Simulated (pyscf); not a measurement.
Single points on ωB97X-D3(BJ)/def2-SVP structures (PySCF, gas phase).

Task: How much does it cost (ΔH, 298 K, ωB97M-D3(BJ)/def2-TZVP) to split `[NH2][W]([NH2])([F])([F])([F])[F]` at its N–W bond into NH₂• + [H₂N–W(F)(F)(F)–F]•?

Result: N–W to NH₂• + [H₂N–W(F)(F)(F)–F]•: 244.5 kJ/mol. The 7 functionals that were run give +240.8 (M06-2X) to +283.7 kJ/mol (PBE). The radicals are drawn with the spin at the cut bond; how far it spreads was not checked. Other isomers of [H₂N–W(F)(F)(F)–F]• were not searched in full and may lie lower. Open-shell species with a d-block atom are single-reference here; other states, and whether the spin sits on metal or ligand, were not checked. Elements past Kr carry the def2 core potentials, without spin-orbit coupling.
